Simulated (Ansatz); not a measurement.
# Si₂H₆ (singlet): from Hartree-Fock to the top rungs at distance Si1–H5 along a hydrogen transfer = 1.592 Å, cc-pVDZ

An exercise on one series of results from a longer session: the logs are not shown, and one member is left open.

The runs use Ansatz 0.2.0, Gaussian basis; cc-pVDZ, core rule «outside noble gas», up to 10 orbitals frozen.

The runs, in order: UHF; CCSD(T) on RHF; CCSD(T) on UHF; BCCD(T) on RHF; CISD; CCSDT(Q) on RHF; CASSCF and NEVPT2, 2 electrons in 2 orbitals; CASSCF and NEVPT2, 8 electrons in 8 orbitals.

5 further runs of the same task are left out: 4 that didn't finish, 1 set aside as unsound or not needed.

## The system

The geometry derives from fragments relaxed apart (PBE0/def2-TZVP) and kept rigid, so it is no stationary point. A hydrogen atom is moved between rigid fragments.

8 atoms, charge 0, spin multiplicity 1.

Atoms are counted from 1 here; the program's logs count them from 0.

Bond lengths: Si1–H2 1.485 Å, Si1–H3 1.485 Å, Si1–H4 1.485 Å, Si1–H5 1.592 Å, H5–Si6 1.707 Å, Si6–H7 1.526 Å, Si6–H8 1.526 Å. Angles: H2–Si1–H3 109.5°, H2–Si1–H4 109.5°, H2–Si1–H5 109.5°, H3–Si1–H4 109.5°, H3–Si1–H5 109.5°, H4–Si1–H5 109.5°, Si1–H5–Si6 180.0°, H5–Si6–H7 113.7°, H5–Si6–H8 113.7°, H7–Si6–H8 91.2°.

The first run:

in.yaml

```yaml
crystal:
  periodic: [false, false, false]
  atoms:
    - {symbol: Si, position_ang: [-1.617631, 0.028327, 0.000000]}
    - {symbol: H, position_ang: [-2.112503, 1.428035, 0.000001]}
    - {symbol: H, position_ang: [-2.112502, -0.671527, 1.212183]}
    - {symbol: H, position_ang: [-2.112502, -0.671527, -1.212182]}
    - {symbol: H, position_ang: [-0.025631, 0.028327, 0.000000]}
    - {symbol: Si, position_ang: [1.681369, 0.028327, 0.000000]}
    - {symbol: H, position_ang: [2.293550, -0.845957, 1.090012]}
    - {symbol: H, position_ang: [2.293549, -0.845957, -1.090013]}
basis:
  gaussian: {orbitals: cc-pVDZ}
magnetization: {spin_polarized: true, initial_magnetization: 0}
hamiltonian: {xc: hf}
output: {orbitals: {seedname: orbitals}}
```

Run with:

```
$ ansatz run in.yaml --threads 1 --pin off --events-out ev --progress --plain --max-ram 2393MiB
```

Among the steps run: UHF; CCSD(T) on RHF; CCSD(T) on UHF; BCCD(T) on RHF; CISD; CCSDT(Q) on RHF; CASSCF and NEVPT2, 2 electrons in 2 orbitals; CASSCF and NEVPT2, 8 electrons in 8 orbitals.

One table of the session follows, with a row left open; its other results are not shown here.

```
         method  from RCCSDT(Q) (meV)
            RHF               +7686.7
            UHF               +7666.7
           RMP2               +1757.7
           CISD               +1032.2
          RCCSD                +234.2
       RCCSD(T)                 +49.1
        BCCD(T)                     ?
         RCCSDT                  +8.5
      RCCSDT(Q)                     0
    CASSCF pair               +7288.4
    NEVPT2 pair               +1699.0
CASSCF frontier               +5974.6
NEVPT2 frontier               +1589.3
```

Estimate the missing values for BCCD(T).

The run gave: from RCCSDT(Q) (meV): +48.2. In the column «from RCCSDT(Q) (meV)» it lies between RCCSDT (+8.5) and RCCSD(T) (+49.1).

Not comparable, so not listed: CCSD(T) on UHF (they don't share determinant, frozen orbitals or solution with the rows shown, or repeat one).

To keep in mind: Warnings: restricted reference is unstable; spin contamination.
